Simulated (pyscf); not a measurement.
Single points on ωB97X-D3(BJ)/def2-SVP structures (PySCF, gas phase).

Task: H₃C–SnH₂• + SnH₂ [singlet] + H₂ → H₃C–SnH₃ + SnH₃•
Surface: doublet. Broken: H–H. Formed: H–Sn, H–Sn. Give ΔE‡ and ΔE from ωB97M-D3(BJ)/def2-TZVP, relative to the separated reactants.

Result: ΔE‡ = 5.8 kJ/mol, ΔE = -96.0 kJ/mol. Zero-point energy shifts the barrier by +10.5 kJ/mol. It is an addition across a multiple bond or ene-type step, with an imaginary mode of 902i cm⁻¹. On the reactant side the descent ends in a bound adduct, 34.8 kJ/mol under the separated species and 24.5 kJ/mol under the saddle at ωB97X-D3(BJ)/def2-TZVP. At ωB97X-D3(BJ) the barrier from the zero used here is -10.3 kJ/mol. This is the saddle that the search found; another between the same sides may lie lower. Elements past Kr carry the def2 core potentials, without spin-orbit coupling.
